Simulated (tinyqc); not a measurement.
RKS/exchange-only LDA in the sto-6g basis, for BH2+, spin multiplicity 1, step by step (part 2 of 2). Computed by tinyqc, a small Python program that keeps every step (integrals from PySCF). Command: `OMP_NUM_THREADS=1 python tinyqc.py 31083 31084 out.jsonl` (the two numbers bound the seeds that draw the settings). One thread of a shared host (Intel(R) Xeon(R) Processor @ 2.60GHz), about 0.4 s of CPU time with the checks.

Geometry (angstrom):

| atom | x | y | z |
|---|---|---|---|
| B | 0.000000 | 0.000000 | 0.000000 |
| H | 0.000000 | 1.129000 | 0.475000 |
| H | 0.000000 | -1.129000 | 0.475000 |

## Iteration 10 (converged): orbitals

converged F (hartree), lower triangle:
```
            1B 1s      1B 2s     1B 2px     1B 2py     1B 2pz      2H 1s      3H 1s
1B 1s   -6.781390
1B 2s   -1.970136  -1.184104
1B 2px   0.000000   0.000000  -0.389151
1B 2py   0.000000   0.000000   0.000000  -0.494197
1B 2pz   0.004390  -0.022763   0.000000   0.000000  -0.417057
2H 1s   -0.476477  -0.531779   0.000000  -0.356901  -0.153603  -0.546400
3H 1s   -0.476477  -0.531779   0.000000   0.356901  -0.153603  -0.114825  -0.546400
```

X:
```
                1          2          3         4          5          6         7
1B 1s   -0.322664   0.000000   0.795097  0.000000  -0.554453   0.000000  0.211872
1B 2s    1.226228   0.000000  -0.267232  0.000000  -0.219867   0.000000  0.474649
1B 2px   0.000000   0.000000   0.000000  1.000000   0.000000   0.000000  0.000000
1B 2py   0.000000   1.176397   0.000000  0.000000   0.000000   0.579525  0.000000
1B 2pz   0.443699   0.000000   0.597816  0.000000   0.732211   0.000000  0.163336
2H 1s   -0.819321  -0.886197  -0.194665  0.000000   0.142909   0.384650  0.357697
3H 1s   -0.819321   0.886197  -0.194665  0.000000   0.142909  -0.384650  0.357697
```

Diagonalise F' = X^T F X, C = X C', fill 3 alpha and 3 beta electrons from the bottom; D = 2 C_occ C_occ^T. Each column has its largest component positive (the first on a tie).

F' = X^T F X (hartree), lower triangle:
```
           1         2          3          4          5          6          7
1  -0.066793
2   0.000000  0.126510
3   0.461192  0.000000  -3.466277
4   0.000000  0.000000   0.000000  -0.389151
5  -0.297356  0.000000   2.636745   0.000000  -2.715591
6   0.000000  0.000900   0.000000   0.000000   0.000000  -0.611918
7   0.127348  0.000000  -1.664845   0.000000   1.490184   0.000000  -1.692471
```

orbital energies (hartree): MO1 -6.787342, MO2 -0.725583, MO3 -0.611919, MO4 -0.433761, MO5 -0.389151, MO6 0.005555, MO7 0.126511

coefficients C:
```
              MO1        MO2        MO3        MO4       MO5        MO6        MO7
1B 1s    0.990406  -0.243944   0.000000   0.103095  0.000000  -0.193795   0.000000
1B 2s    0.038815   0.692517   0.000000  -0.433235  0.000000   1.086234   0.000000
1B 2px   0.000000   0.000000   0.000000   0.000000  1.000000   0.000000   0.000000
1B 2py   0.000000   0.000000   0.578091   0.000000  0.000000   0.000000   1.177103
1B 2pz   0.002594   0.090889   0.000000   0.884321  0.000000   0.571641   0.000000
2H 1s   -0.009083   0.286460   0.385730   0.170715  0.000000  -0.863867  -0.885728
3H 1s   -0.009083   0.286460  -0.385730   0.170715  0.000000  -0.863867   0.885728
```

D after iteration 10, lower triangle:
```
            1B 1s     1B 2s    1B 2px     1B 2py    1B 2pz      2H 1s     3H 1s
1B 1s    2.080827
1B 2s   -0.260985  0.962173
1B 2px   0.000000  0.000000  0.000000
1B 2py   0.000000  0.000000  0.000000   0.668378
1B 2pz  -0.039206  0.126086  0.000000   0.000000  0.016535
2H 1s   -0.157752  0.396052  0.000000   0.445974  0.052025   0.461860
3H 1s   -0.157752  0.396052  0.000000  -0.445974  0.052025  -0.133292  0.461860
```

## Convergence

Stop when the energy changes by less than 1e-10 hartree and every element of the error matrix X^T (F D S - S D F) X is below 3e-06.

Course of the cycle:

| iteration | E (hartree) | change | largest element of the error matrix |
|---|---|---|---|
| 1 | -23.88037842 | - | 8.38e-01 |
| 2 | -24.67098753 | -7.91e-01 | 4.53e-01 |
| 3 | -24.75639699 | -8.54e-02 | 3.69e-01 |
| 4 | -24.80268011 | -4.63e-02 | 2.71e-01 |
| 5 | -24.86658314 | -6.39e-02 | 6.81e-03 |
| 6 | -24.86666079 | -7.76e-05 | 1.34e-03 |
| 7 | -24.86666412 | -3.33e-06 | 8.52e-05 |
| 8 | -24.86666412 | -9.45e-09 | 1.15e-05 |
| 9 | -24.86666412 | -1.37e-10 | 1.28e-07 |
| 10 | -24.86666412 | -2.84e-14 | 5.99e-09 |

PySCF RKS in the same basis, fine grid = -24.86680361 hartree

Converged in 10 iterations. The coarse grid moves the energy by +1.39e-04 hartree.

## Populations, bond orders and dipole

overlap S, lower triangle:
```
           1B 1s     1B 2s    1B 2px     1B 2py    1B 2pz     2H 1s     3H 1s
1B 1s   1.000000
1B 2s   0.264891  1.000000
1B 2px  0.000000  0.000000  1.000000
1B 2py  0.000000  0.000000  0.000000   1.000000
1B 2pz  0.000000  0.000000  0.000000   0.000000  1.000000
2H 1s   0.063881  0.458386  0.000000   0.439089  0.184736  1.000000
3H 1s   0.063881  0.458386  0.000000  -0.439089  0.184736  0.078669  1.000000
```

Mulliken: Z minus the diagonal of D S on the atom; Loewdin: the same with S^(1/2) D S^(1/2); Mayer order: 2 sum_s sum (D(s) S)_ij (D(s) S)_ji over the two atoms.

Charges (e):

| atom | Mulliken | Loewdin |
|---|---|---|
| 1B | 0.656551 | 0.750768 |
| 2H | 0.171725 | 0.124616 |
| 3H | 0.171725 | 0.124616 |

Mayer bond orders:

| pair | order |
|---|---|
| 2-1 | 0.958033 |
| 3-1 | 0.958033 |
| 3-2 | 0.012477 |

dipole moment about the origin, x y z (debye): 0.000000  0.000000  -0.244186
